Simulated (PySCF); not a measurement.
Prismane, C6H6.
Z-matrix (Å and degrees, PBE0-D3(BJ)/def2-TZVP geometry), rows numbered from 1:
```
C 
C   1  1.5117
C   1  1.5116  2   60.00
C   3  1.5475  1   90.00  2    90.03
C   4  1.5115  3   90.00  1     0.00
C   4  1.5117  3   89.98  1   -60.00
H   1  1.0809  2  129.47  3  -118.28
H   2  1.0809  1  129.46  3   118.43
H   3  1.0809  1  129.40  2  -118.48
H   4  1.0809  3  132.76  1   150.14
H   5  1.0809  1  132.81  2   149.79
H   6  1.0809  2  132.82  1  -149.91
```

The closed-shell ground state was solved at several levels (PySCF, density fitting, gas phase, non-relativistic). Geometry: PBE0-D3(BJ)/def2-TZVP; no solvent, vibrations or thermal averaging. The dipole stays under 0.02 D at every level.

| level | basis functions | total energy (Eh) | HOMO (eV) | LUMO (eV) | gap (eV) |
| --- | --- | --- | --- | --- | --- |
| B97-2/pcJ-2 | 450 | -232.0777 | -6.29 | 1.02 | 7.31 |
| PBE0/pcSseg-2 | 300 | -231.8718 | -6.55 | 0.92 | 7.47 |
| B3LYP/pcJ-2 | 450 | -232.1495 | -6.35 | 0.71 | 7.06 |

(1) Estimate the row for PBE0/pcJ-2, a basis of 450 functions; the other rows only guide the guess.

(2) Over all these levels, which gives the widest orbital gap and which the narrowest?

(3) In the pcJ-2 basis, how does the gap go with the fixed share of exact exchange?

Answers

(1) Total energy -231.8815 Eh, HOMO -6.55 eV, LUMO 1.01 eV, gap 7.56 eV.

(2) PBE0/pcJ-2 (global hybrid, 25 % exact exchange) has the widest, 7.56 eV, and B3LYP/pcJ-2 (global hybrid, 20 % exact exchange) the narrowest, 7.06 eV. The two share the basis. From the narrowest to the widest the HOMO moves by -0.20 eV and the LUMO by +0.30 eV.

(3) B3LYP (20 %) 7.06 eV; B97-2 (21 %) 7.31 eV; PBE0 (25 %) 7.56 eV. Each rise in the share widens the gap here.
